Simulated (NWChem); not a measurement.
Everything below was run with NWChem. System: diphosphorus (P$_{2}$), charge 0, spin multiplicity 1, at a geometry optimised with PBE/def2-SVP. Level: CCSD(T)/def2-TZVP, 10 core orbitals frozen.

The NWChem input:

```
start mol
memory heap 100 mb stack 700 mb global 1900 mb
geometry units angstroms nocenter noautoz
  P      0.000000     0.000000     0.957695
  P      0.000000     0.000000    -0.957695
  symmetry group D2h
end
basis spherical
  * library def2-tzvp
end
scf
  rhf
  nopen 0
  maxiter 100
  thresh 1e-7
  semidirect memsize 60000000 filesize 0
end
tce
  freeze core 10
  ccsd(t)
  2eorb
  2emet 13
  thresh 1e-6
  maxiter 100
  tilesize 24
end
task tce energy
```

NWChem printed:

```
             Northwest Computational Chemistry Package (NWChem) 7.3.0
             --------------------------------------------------------

                                NWChem Input Module
                                -------------------

 Scaling coordinates for geometry "geometry" by  1.889725989
 (inverse scale =  0.529177249)

 Turning off AUTOSYM since
 SYMMETRY directive was detected!

                             Geometry "geometry" -> ""
                             -------------------------

 Output coordinates in angstroms (scale by  1.889725989 to convert to a.u.)

  No.       Tag          Charge          X              Y              Z
 ---- ---------------- ---------- -------------- -------------- --------------
    1 P                   15.0000     0.00000000     0.00000000     0.95769500
    2 P                   15.0000     0.00000000     0.00000000    -0.95769500

 Effective nuclear repulsion energy (a.u.)      62.1622129305

            Nuclear Dipole moment (a.u.)
            ----------------------------
        X                 Y               Z
 ---------------- ---------------- ----------------
     0.0000000000     0.0000000000     0.0000000000

      Symmetry information
      --------------------

 Group name             D2h
 Group number             26
 Group order               8
 No. of unique centers     1

      Symmetry unique atoms

     1


 Summary of "ao basis" -> "" (spherical)
 ------------------------------------------------------------------------------
       Tag                 Description            Shells   Functions and Types
 ---------------- ------------------------------  ------  ---------------------
 *                         def2-tzvp                  on all atoms

 Summary of "ao basis" -> "ao basis" (spherical)
 ------------------------------------------------------------------------------
       Tag                 Description            Shells   Functions and Types
 ---------------- ------------------------------  ------  ---------------------
 P                         def2-tzvp                13       37   5s5p2d1f
[...]
    Number of AO functions :    74
       Number of AO shells :    26
        Use of symmetry is : on
      Symmetry adaption is : on
         Schwarz screening : 0.10D-09

          Correlation Information
          -----------------------
          Calculation type : Coupled-cluster singles & doubles w/ perturbation
   Perturbative correction : (T)
            Max iterations :      100
        Residual threshold : 0.10D-05
     T(0) DIIS level shift : 0.00D+00
     L(0) DIIS level shift : 0.00D+00
     T(1) DIIS level shift : 0.00D+00
     L(1) DIIS level shift : 0.00D+00
     T(R) DIIS level shift : 0.00D+00
     T(I) DIIS level shift : 0.00D+00
   CC-T/L Amplitude update :  5-th order DIIS
                I/O scheme : Global Array Library
        L-threshold :  0.10D-05
        EOM-threshold :  0.10D-05
 no EOMCCSD initial starts read in
 TCE RESTART OPTIONS
 SLICE:      F
 D4D5:       F
 quantumc:   F
 qrotation:  F
 pwtce:      F
 qducc:      F
 nacto:                         0
 nrotv:                         0
 nrot:                          0

            Memory Information
            ------------------
          Available GA space size is     249031324 doubles
          Available MA space size is     104853060 doubles

 Maximum block size supplied by input
 Maximum block size        24 doubles

 tile_dim =     12

 -------------------------------------------------

 Global array virtual files algorithm will be used

 Parallel file system coherency ......... OK

 4-electron integrals stored in orbital form

 v2    file size   =           458076
 4-index algorithm nr.  13 is used
 imaxsize =       30
 imaxsize ichop =        0


CCSD iterations
 ---------------------------------------------------------
 Iter          Residuum       Correlation     Cpu    Wall
 ---------------------------------------------------------
    1   0.1337788202777  -0.2763833493794     0.2     0.2
    2   0.0396483262954  -0.2819477239527     0.2     0.2
    3   0.0157543081206  -0.2912373318660     0.2     0.2
    4   0.0074071137636  -0.2920836083363     0.2     0.2
    5   0.0037043535093  -0.2931531816946     0.2     0.2
    6   0.0011351716301  -0.2936197442252     0.2     0.2
    7   0.0005173570432  -0.2937217397120     0.2     0.2
    8   0.0002890590095  -0.2937283282447     0.2     0.2
    9   0.0001696539785  -0.2937345436704     0.2     0.2
   10   0.0001007614779  -0.2937397485990     0.2     0.2
   11   0.0000118443898  -0.2937473849503     0.2     0.2
   12   0.0000040614674  -0.2937475071289     0.2     0.2
   13   0.0000019249593  -0.2937481687595     0.2     0.2
   14   0.0000009527090  -0.2937481973938     0.2     0.2
 -----------------------------------------------------------------
 Iterations converged
 CCSD correlation energy / hartree =        -0.293748197393781
 CCSD total energy / hartree       =      -681.771912739403774

 Singles contributions

 Doubles contributions
    16b2g (alpha)    16b2g (beta ) ---    15b3u (alpha)    15b3u (beta )       -0.1183070457
    17b3g (alpha)    17b3g (beta ) ---    14b2u (alpha)    14b2u (beta )       -0.1183070457
 CCSD(T)
 Using plain CCSD(T) code
             total no. of tasks         1740
 total no. of tasks / no. procs         1740
                         wl_min           27           1.7
                         wl_max        12672           4.8
        thresh for no. of tasks         1740

 CCSD[T]  correction energy / hartree =        -0.022447477512470
 CCSD[T] correlation energy / hartree =        -0.316195674906251
 CCSD[T] total energy / hartree       =      -681.794360216916289
 CCSD(T)  correction energy / hartree =        -0.021834521679931
 CCSD(T) correlation energy / hartree =        -0.315582719073712
 CCSD(T) total energy / hartree       =      -681.793747261083695

 Task  times  cpu:       10.6s     wall:       10.6s

 Total times  cpu:       10.6s     wall:       10.6s
```
